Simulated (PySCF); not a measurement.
## thietane: calculation against experiment

**Experimental background.**

From NIST CCCBDB Release 22 (SRD 101), experimental dipoles, for the gas: dipole moment (microwave Stark effect, vibrational ground state) 1.876 D.

How close the calculation comes is told at the end.

Thietane, C3H6S.
SMILES with atom numbers: `[CH2:1]1[CH2:2][S:3][CH2:4]1` (hydrogens: H5, H6 on C1; H7, H8 on C2; H9, H10 on C4)

Structure used (PBE0-D3(BJ)/def2-TZVP), in Å, numbered top down from 1:
```xyz
10
C3H6S angstrom
C     -0.0741    0.7337   -0.0741
C     -1.2652   -0.1982    0.1756
S     -0.1458   -1.5129    0.7823
C      0.9915   -0.3685   -0.0821
H      0.0741    1.3957    0.7802
H     -0.1314    1.3430   -0.9792
H     -1.7714   -0.5091   -0.7402
H     -2.0040    0.1372    0.9023
H      1.2295   -0.7353   -1.0824
H      1.9146   -0.1584    0.4565
```

The PySCF runs (gas phase, on this PBE0-D3(BJ)/def2-TZVP geometry; no spin–orbit coupling):

| level | job | basis functions | wall time |
| --- | --- | --- | --- |
| PBE0-D3(BJ)/def2-TZVP, grid level 2 | geometry optimisation from a GFN2-xTB start shaken at random | 166 | 50 s |
| PBE0/pcSseg-2 | shieldings, ring-centre shieldings, charges and field gradients | 235 | 14 s |
| CAM-B3LYP/aug-cc-pVTZ | 10 singlets by full TDDFT, 4 Tamm–Dancoff triplets, polarisability | 326 | 27 s |
| PBE0/aug-cc-pVTZ | 10 singlets by full TDDFT, 4 Tamm–Dancoff triplets, polarisability, dynamic polarisability | 326 | 25 s |
| wB97X-D/aug-cc-pVTZ | 10 singlets by full TDDFT, 4 Tamm–Dancoff triplets, polarisability, ΔSCF ions | 326 | 45 s |

Hardware: an Intel Xeon 6975P-C with one thread, no GPU, on a shared host.

**Comparison with experiment**

**Dipole moment.** Measured: 1.876 D (NIST CCCBDB Release 22 (SRD 101), experimental dipoles).

| level | computed (D) | computed − measured (D) | % (from the printed values) |
| --- | --- | --- | --- |
| PBE0-D3(BJ)/def2-TZVP | 1.936 | +0.060 | +3 |
| PBE0/pcSseg-2 | 1.990 | +0.114 | +6 |
| CAM-B3LYP/aug-cc-pVTZ | 1.969 | +0.093 | +5 |
| PBE0/aug-cc-pVTZ | 1.974 | +0.098 | +5 |
| wB97X-D/aug-cc-pVTZ | 1.999 | +0.123 | +7 |

Closest is PBE0-D3(BJ)/def2-TZVP (+0.060 D), furthest wB97X-D/aug-cc-pVTZ (+0.123 D); one molecule doesn't rank methods. All 5 levels lie above the measurement. The computed dipoles belong to one fixed geometry; measured ones are averaged over vibrations unless marked μe. Magnitudes are compared, not signs.

The geometry is computed, not the measured one. Where a level misses, the cause wasn't examined.
